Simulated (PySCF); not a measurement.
# Basis set benchmark on one molecule

Molecule: `PP`, H4P2.

Bonds (- single, = double, # triple, : aromatic): P1-P2 2.246 Å. P1 carries H3, H4; P2 carries H5, H6.

Geometry PBE0-D3(BJ)/def2-SVP throughout; GIAO in PySCF, gas phase, one conformer, non-relativistic; equivalent atoms averaged; functional PBE0.

Reference values (measured; solution; Yu. Yu. Rusakov, I. L. Rusakova, Phys. Chem. Chem. Phys. 2023, supporting information (pecS-n basis sets for 31P)): δ(P1/P2) = -203.2 ppm vs 85 % H3PO4. Computed shifts are taken against H3PO4, calculated as an isolated molecule at each level.

Q: How do the basis sets pcSseg-0, cc-pVDZ, aug-cc-pVDZ, cc-pVTZ, IGLO-III, pcSseg-3 perform against the reference? Times are CPU seconds on 1 thread of an Arm Neoverse V2, shared host.

A: 
```tsv
basis set	functions	P1/P2	abs. error P	core-s
pcSseg-0	34	-296.6	93.4	0.93
cc-pVDZ	56	-195.9	7.3	1.6
aug-cc-pVDZ	90	-213.7	10.5	2.6
cc-pVTZ	124	-226.0	22.8	4
IGLO-III	128	-225.9	22.7	3.4
pcSseg-3	284	-230.8	27.6	24
```

For ³¹P the closest is cc-pVDZ (7.3 ppm) and the furthest pcSseg-0 (93.4 ppm). Where a smaller basis beats a larger one, errors probably cancel; the largest sets show where the functional converges. One molecule is a small sample, and vibrational and solvent effects are absent from the calculation.

A small basis that lands close on one nucleus may do so by chance; judge by the trend and by all nuclei.
